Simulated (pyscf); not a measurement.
One hydrogen abstraction on the doublet surface with elements of a group swapped. ωB97M-D3(BJ)/def2-TZVP, eV, from the separated reactants. Structures and frequencies: ωB97X-D3(BJ)/def2-SVP in PySCF.

```
step                                  barrier  reaction energy  imaginary mode (i cm⁻¹)
------------------------------------  -------  ---------------  -----------------------
H₃C–GeH•–Cl + H₂ → H₃C–GeH₂–Cl + H•      1.03            +0.90                      725
H₃C–SiH•–Cl + H₂ -> H₃C–SiH₂–Cl + H•      ___              ___                     1020
```

### Question
Complete the blanks.

### Answer

- H₃C–SiH•–Cl + H₂ -> H₃C–SiH₂–Cl + H•, barrier: 0.66
- H₃C–SiH•–Cl + H₂ -> H₃C–SiH₂–Cl + H•, reaction energy: +0.46

Each row is the saddle that its search found. Elements up to Kr have no core potential and no relativistic terms here.
